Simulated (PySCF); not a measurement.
# Other spins and charges of HOAl, singlet at one geometry

Geometry (PBE0/def2-TZVP stationary point for this spin, not checked as a minimum):

```xyz
3

Al    0.0000    0.0000    1.4330
O     0.0000    0.0000   -0.2415
H     0.0000    0.0000   -1.1915
```

Basis 6-31G; PySCF 2.14.0. Only valence electrons are correlated (noble-gas cores frozen). Prefix R: restricted or restricted open-shell reference.

Gaps are energies of the second state less the first, at fixed atoms, for a selection of the levels run; mean-field and cluster levels share one orbital occupation for each state, and full CI takes the lowest of the symmetries tried.

Question: PBE gives 8.955 eV for removing an electron, to the doublet. Estimate what RCCSDT gives in 6-31G.

Answer: RCCSDT in 6-31G gives 8.529 eV, so against it PBE is off by 0.426 eV, of which a good part can be the reference's own basis and frozen-core error.

```tsv
level	gap (eV)	error (meV)
RHF	8.002	-527
RMP2	8.328	-201
RCCSD	8.549	20
RCCSD(T)	8.535	6
r2SCAN	8.769	240
PBE0	8.959	430
B3LYP	9.085	556
wB97M-V	9.089	560
B2PLYP	8.797	268
```

Triplet less singlet: 3.455 eV at RCCSDT.

```tsv
level	gap (eV)	error (meV)
RHF	2.765	-690
RMP2	3.251	-204
RCCSD	3.438	-17
RCCSD(T)	3.458	3
PBE	3.502	47
r2SCAN	3.247	-208
PBE0	3.417	-38
B3LYP	3.654	199
BHLYP	3.600	145
wB97M-V	3.912	457
B2PLYP	3.578	123
```

In so small a basis the reference is far from its limit while semilocal and hybrid functionals are nearer theirs (RPA and double hybrids share part of the reference's basis error), so the functionals' errors here hold much of the reference's basis and frozen-core error, which can add to them or hide them. The set has no polarisation functions, which weighs most on the reference.

Full CI isn't at hand for all of this; RCCSDT serves as the reference. It lacks quadruple excitations, which often exceed the step from CCSD(T) to CCSDT.
